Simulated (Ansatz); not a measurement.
```yaml
crystal:
  periodic: [false, false, false]
  atoms:
    - {symbol: C, position_ang: [-1.231854, 0.006805, -0.002178]}
    - {symbol: P, position_ang: [0.393297, -0.002173, 0.000695]}
    - {symbol: H, position_ang: [1.302303, 1.047146, -0.000077]}
    - {symbol: H, position_ang: [1.290646, -1.061470, 0.004661]}
basis:
  gaussian: {orbitals: def2-TZVP}
magnetization: {spin_polarized: true, initial_magnetization: 1}
hamiltonian: {xc: pbe0}
relax: {f_tol: 0.004, max_steps: 80}
```

```sh
$ ansatz run in.yaml --threads 1 --pin off --events-out ev --progress --plain --max-ram 2176MiB
```

Steps of the relaxation (energy above the last step; positions in Å, forces in eV/Å):

```
4
step 1, 100.6 meV
C    -1.232    0.007   -0.002   -1.676    0.009   -0.003
P     0.393   -0.002    0.001    1.663   -0.009    0.003
H     1.302    1.047    0.000    0.010    0.756   -0.002
H     1.291   -1.061    0.005    0.002   -0.756    0.002
```

```
4
step 2, 17.1 meV
C    -1.226    0.007   -0.002   -0.886    0.005   -0.002
P     0.421   -0.002    0.001    0.993   -0.005    0.002
H     1.286    1.106    0.000   -0.053    0.170    0.000
H     1.273   -1.120    0.005   -0.055   -0.169    0.000
```

```
4
step 3, 0.1 meV
C    -1.231    0.007   -0.002   -0.057    0.000    0.000
P     0.440   -0.002    0.001    0.069    0.000    0.000
H     1.279    1.130    0.000   -0.006   -0.010    0.000
H     1.266   -1.145    0.005   -0.006    0.010    0.000
```

```
4
step 4, 0.0 meV
C    -1.232    0.007   -0.002    0.001    0.000    0.000
P     0.441   -0.002    0.001    0.003    0.000    0.000
H     1.279    1.130    0.000   -0.002   -0.001    0.000
H     1.267   -1.144    0.005   -0.002    0.001    0.000
```

Close pairs at the end: P2–H4 1.409 Å, P2–H3 1.409 Å, C1–P2 1.673 Å.

A stationary point of unrestricted PBE0 after 4 steps, with ⟨S²⟩ = 0.766 against 0.75 for a pure state; no frequencies were run, so it isn't proven a minimum. 8.5 s on 1 thread of Arm Neoverse V2, shared host.
